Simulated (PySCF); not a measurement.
BN (triplet state).
SMILES: `B#N`

Jobs on this species (2 atoms, 12 electrons) with PySCF (density fitting). Hardware of each: x86-64 server, one thread, no GPU, on a shared host. Times come from a shared host and carry two figures at best.

| level and settings | work | basis functions | SCF cycles | wall time |
| --- | --- | --- | --- | --- |
| UKS PBE, IGLO-III on B N, non-relativistic, mean-field spin-orbit, GIAO | unrestricted SCF, stability check, g, hyperfine, zero-field splitting | 70 | ? | ? |
| UKS PBE0, IGLO-III on B N, non-relativistic, mean-field spin-orbit, GIAO | unrestricted SCF, stability check, g, hyperfine, zero-field splitting | 70 | 20 | 6.3 s |
| UKS CAM-B3LYP, IGLO-III on B N, non-relativistic, mean-field spin-orbit, GIAO | unrestricted SCF, stability check, g, hyperfine, zero-field splitting | 70 | 13 | 5.4 s |
| UKS BHandHLYP, IGLO-III on B N, non-relativistic, mean-field spin-orbit, GIAO | unrestricted SCF, stability check, g, hyperfine, zero-field splitting | 70 | 13 | 4.4 s |
| PBE0-D3(BJ)/def2-SVP, grid level 1 | geometry optimisation from a GFN2-xTB start | 28 | 28 | 2.0 s |
| UKS HF, IGLO-III on B N, non-relativistic, mean-field spin-orbit, GIAO | unrestricted SCF, stability check, g, hyperfine, zero-field splitting | 70 | 16 | 2.7 s |
| UKS B3LYP, IGLO-III on B N, non-relativistic, mean-field spin-orbit, GIAO | unrestricted SCF, stability check, g, hyperfine, zero-field splitting | 70 | 20 | 5.2 s |

Fill in the missing figures.

- UKS PBE, IGLO-III on B N, non-relativistic, mean-field spin-orbit, GIAO; unrestricted SCF, stability check, g, hyperfine, zero-field splitting: 2.5 s, 10 SCF cycles

What do all jobs in the table cost together?

About 28 s; the longest takes about 22 % of that, and about 3.1 times as long as the shortest.
